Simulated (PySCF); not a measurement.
## hydrogen cyanide: removing and adding an electron

System: hydrogen cyanide, `C#N` (CHN). Atom numbers as in the mapped SMILES `[CH:1]#[N:2]`.

These are calculated values, CAM-B3LYP-D3(BJ)/ma-def2-TZVP in PySCF (grid level 2) at geometries from PBE0-D3(BJ)/ma-def2-SVP. Zero-point and thermal terms (298.15 K, 1 bar) come from unscaled PBE0-D3(BJ)/ma-def2-SVP harmonic frequencies, with soft modes damped to free rotors in the entropy.

Frontier levels of the parent: HOMO -11.87 eV, LUMO 0.49 eV.

Oxidation to the radical cation:
| Property | Result |
| --- | --- |
| Vertical ionisation energy (electronic) | 13.67 eV |
| Adiabatic ionisation energy (with zero-point energy) | 13.49 eV |
| Adiabatic, electronic part | 13.55 eV |
| Vertical gap at the product's structure | 13.25 eV |
| Inner reorganisation energy (four-point) | 413 meV |
| Relaxation of product / of parent | 117 / 296 meV |
| ⟨S²⟩ of the product | 0.752 |
| Largest spin populations | N2 0.60, C1 0.41 |
| Largest changes of atomic charge | C1 0.46, N2 0.41, H (on C1) 0.13 |
| Distances that move most (Å) | C1–N2 1.154 → 1.212; C1–H 1.080 → 1.108 |

Reduction to the radical anion:
- Vertical electron affinity (electronic): -0.85 eV
- Adiabatic electron affinity (with zero-point energy): -0.89 eV
- Adiabatic, electronic part: -1.04 eV
- Vertical gap at the product's structure: 0.14 eV
- ⟨S²⟩ of the product: 0.757
- Largest spin populations: N2 0.51, C1 0.29, H (on C1) 0.21
- Largest changes of atomic charge: C1 -0.40, N2 -0.37, H (on C1) -0.23
- Distances that move most (Å): C1–H 1.080 → 1.172; C1–N2 1.154 → 1.218

Measured values (NIST Chemistry WebBook, evaluated or the median of agreeing entries): adiabatic ionisation energy 13.60 eV (computed 13.49, difference -0.11).

Note: the gas-phase radical anion comes out unbound at this level, so its gas-phase values hang on the basis; the relaxed radical anion lies 0.19 eV above the vertical state at this level, which can't hold for one state at its own minimum: the vertical value probably belongs to another state, whose extra electron only the basis set holds, so vertical and adiabatic values aren't comparable; the value from this structure is no true adiabatic energy; a negative vertical affinity means that the electron isn't bound at that structure, so the value and what is derived from it hang on the basis.

Hardware: 1 thread of Arm Neoverse V2, shared with other jobs. Command: `OMP_NUM_THREADS=1 python redox_run.py task.json out`. Structures, frequencies and single points: 24 s.
